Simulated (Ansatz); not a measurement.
Gas-phase electronic energies from Ansatz, PBE0-D4/def2-TZVP geometries. CCSD(T)/CBS adds triple-zeta CCSD(T) − MP2 to the extrapolated MP2 energy (def2 sets, frozen cores). This one scheme is used for every species, atoms too. Functionals use def2-TZVPP. B3LYP here is the variant with VWN-RPA as its local correlation; programs differ in this. HSE06 is defined as in plane-wave codes. Open shells (•) are unrestricted, without spin–orbit coupling. Spin–orbit coupling would lower the free atoms: a little for C, S. Each species was taken in one conformer, which may not be the lowest.

Reaction (atomization): `CSS` → C• + 4 H• + 2 S•

(1) What is ΔE at CCSD(T)/CBS? (Best estimate.)

(2) What do these levels give: revPBE-D4, B3LYP-D4, r2SCAN0-D4, ωB97M-V, PBE-QIDH, B3LYP, r2SCANh, HSE06, CAM-B3LYP, CCSD/def2-TZVPP, SCS-MP2/def2-QZVPP, CCSD/CBS(def2)? (Estimate.)

Largest T1 diagnostic among the species: 0.011.

Answers

(1) Ansatz gave: +2249.8 kJ/mol.

(2) The calculation gave: revPBE-D4 2251.5, B3LYP-D4 2245.5, r2SCAN0-D4 2227.1, ωB97M-V 2268.6, PBE-QIDH 2231.1, B3LYP 2223.6, r2SCANh 2243.7, HSE06 2252.1, CAM-B3LYP 2229.9, CCSD/def2-TZVPP 2139.2, SCS-MP2/def2-QZVPP 2241.5, CCSD/CBS(def2) 2211.7 kJ/mol.

In def2-TZVPP, CCSD(T) changes the Hartree–Fock value by +593.2 kJ/mol (the triples alone add +38.1 kJ/mol) and MP2 by +613.0 kJ/mol; breaking electron pairs costs correlation energy, which Hartree–Fock lacks. From PBE to PBE0 (25 % exact exchange), in def2-TZVPP and without D4, ΔE moves by −38.5 kJ/mol: exact exchange takes away binding that semilocal exchange gives to molecules. Leaving LDA and LC-ωPBE aside and taking each functional with its dispersion term where it has one, the values, not all of them listed here, spread over 123.3 kJ/mol, from BHLYP-D4 to PBE-D4. LDA lies +309.7 kJ/mol from PBE without D4, its usual overbinding.

For atomizations the MP2-based limit and the directly extrapolated one differ by several kJ/mol either way, and by 10 to 25 for some Ge, Se and Sn compounds, so smaller differences from it don't rank the levels.
